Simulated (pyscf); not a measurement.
`[OH][SiH2]` [doublet] → `[O]=[SiH]` [doublet] + `[H][H]`, an elimination (doublet surface; H–O, H–Si broken, H–H formed). Optimised with ωB97X-D3(BJ)/def2-SVP in PySCF. Energies in eV from the reactant's lowest minimum found.

Small-basis levels: PySCF, no dispersion term, spherical d functions. AM1 to PM7: differences of heats of formation from MOPAC, which are fitted to 298 K values and so differ in kind from electronic energies by zero-point and thermal terms. Open shells are spin-unrestricted. 

| level | barrier | reaction energy |
|---|---|---|
| MP2/6-31G* | 2.99 | +1.32 |
| SVWN5/6-31G* | 2.42 | +1.75 |
| BP86/6-31G* | 2.48 | +1.33 |
| B3LYP/STO-3G | 3.89 | +1.55 |
| B3LYP/6-31G* | 2.76 | +1.46 |
| M06-2X/6-31G* | 2.99 | +1.76 |
| B3LYP/def2-SVP | 2.72 | +1.72 |
| AM1 | 4.03 | +1.70 |
| PM3 | 2.83 | +0.93 |
| ωB97M-D3(BJ)/def2-TZVP | 2.69 | +1.69 |

Against the last row the barrier runs from -0.27 (SVWN5/6-31G*) to +1.34 eV (AM1). ωB97M-D3(BJ)/def2-TZVP has limits of its own. At the saddle there is also a short H–Si contact that neither side keeps. The same reactants have a lower exit, to •O–SiH₃ (barrier +1.98 eV at ωB97M-D3(BJ)/def2-TZVP, against +2.69 eV here). One saddle was located; it need not be the lowest between these sides.
